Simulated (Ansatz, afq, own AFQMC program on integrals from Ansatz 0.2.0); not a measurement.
# Where AFQMC and coupled cluster stand for GeNH⁺, doublet

```tsv
atom	x (Å)	y (Å)	z (Å)
Ge	0.0000	0.0143	0.3293
N	0.0000	-0.1264	-1.5555
H	0.0000	0.7301	-2.1167
```

Connectivity, by distances: Ge–NH.

Basis cc-pVDZ. Only valence electrons are correlated. AFQMC by an in-house program on the Cholesky factors that Ansatz 0.2.0 writes for its CCSD(T) run. The CISD trial takes its coefficients from CCSD amplitudes. Released means that phaseless walkers are propagated on without the constraint, phases kept. Error bars are statistical, one sigma. No spin–orbit coupling.

Determinant: UHF, the one that the program's search chose, which needn't be the lowest solution. The geometry is a PBE0/def2-TZVP stationary point of this or a neighbouring charge and spin state.

No full CI on the walks' own integrals is used here; CCSDT(Q) serves as the reference and is uncertain by about the last step of the cluster series.

Cautions: no relativity below Rb; no spin-orbit coupling; inner d shell frozen.

The T1 diagnostic is 0.0316. The weight of the determinant in the CISD state is 0.877, the ⟨S²⟩ of the determinant is 0.781 and the size of the correlated space is 9 electrons in 31 orbitals.

```
  level  correlation energy (eV)
    MP2                  -5.1324
   CCSD                  -5.9060
CCSD(T)                  -6.1028
```

Question: Estimate where AFQMC with the constraint released lies against CCSD(T) on the same integrals.

Answer: 3.3 ± 2.2 kJ/mol below CCSD(T). The gap is under twice the noise, so this walk alone can't tell the two apart.

Reference: CCSDT(Q), correlation energy -6.161 eV. The released energy is read at 2.40 1/Eh (meV from the phaseless value at times in 1/Eh: -6 ± 21 at 0.24, -9 ± 17 at 0.51, 1 ± 20 at 0.99, -32 ± 18 at 1.62, -17 ± 22 at 2.40).

```
         level  E − E(reference) (kJ/mol)  share of correlation (%)
       CCSD(T)                        5.6                     99.06
         CCSDT                        2.2                     99.63
 ph-AFQMC/CISD                  3.9 ± 1.3                     99.34
released AFQMC                  2.3 ± 2.2                     99.61
```

A walk keeps the symmetry of its determinant, which the program's search chose and which needn't be the lowest solution, so a lower state of the same spin and another symmetry isn't excluded. Released energies are given only where the last usable release times agree within the noise; a slower fall can still hide under it.
